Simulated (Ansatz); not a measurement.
# NaCl (singlet): wave-function methods side by side, 6-31G

Aim: climb from Hartree-Fock through coupled cluster for NaCl (singlet) at one geometry and basis, and see what each rung misses.

Program: Ansatz 0.2.0, Gaussian basis. Level of theory: 6-31G, core rule «outside noble gas», up to 10 orbitals frozen. These are calculated values, not measurements.

Plan: UHF; CCSD(T) on RHF; BCCD(T) on RHF; CISD; CCSDT(Q) on RHF; CISDTQ; CCSDTQ on RHF; Full CI.

19 further runs of the same task are left out: 10 for a known fault of the program, 9 set aside as unsound or not needed.

### 1 The system

The geometry is an MP2(full)/6-31G* stationary point (not a proven minimum).

2 atoms, charge 0, spin multiplicity 1.

Atoms are counted from 1 here; the program's logs count them from 0.

Bond lengths: Na1–Cl2 2.391 Å.

### 2 UHF

in.yaml reads:

```yaml
crystal:
  periodic: [false, false, false]
  atoms:
    - {symbol: Na, position_ang: [0.000000, 0.000000, 0.000000]}
    - {symbol: Cl, position_ang: [0.000000, 0.000000, 2.390970]}
basis:
  gaussian: {orbitals: 6-31G}
magnetization: {spin_polarized: true, initial_magnetization: 0}
hamiltonian: {xc: hf}
output: {orbitals: {seedname: orbitals}}
```

Started as:

```
ansatz run in.yaml --threads 1 --pin off --events-out ev --progress --plain --max-ram 4096MiB --backend cpu
```

The runs that follow: CCSD(T) on RHF; BCCD(T) on RHF; CISD; CCSDT(Q) on RHF; CISDTQ; CCSDTQ on RHF; Full CI.

Q: Predict the results of all the runs planned. Wanted: FCI below the RHF energy; RMP2 from FCI; RCCSD from FCI; RCCSD(T) from FCI; RCCSDT(Q) from FCI; T1 diagnostic; effectively unpaired electrons.

The runs gave:

| quantity | value |
| --- | --- |
| FCI below the RHF energy | -1.4006 eV |
| RMP2 from FCI | +18.3 kJ/mol |
| RCCSD from FCI | +2.0 kJ/mol |
| RCCSD(T) from FCI | +0.3 kJ/mol |
| RCCSDT(Q) from FCI | 0.0 kJ/mol |
| levels within 1 kcal/mol (43 meV) | RCCSD, RCCSD(T), BCCD(T), RCCSDT, CISDTQ, RCCSDT(Q), RCCSDTQ |
| T1 diagnostic | 0.015 |
| effectively unpaired electrons | 0.01 |

What this shows: RCCSD(T) lands +0.3 kJ/mol from the yardstick (0.3 % of the correlation energy). One determinant dominates. These misses are within one basis, not against nature.
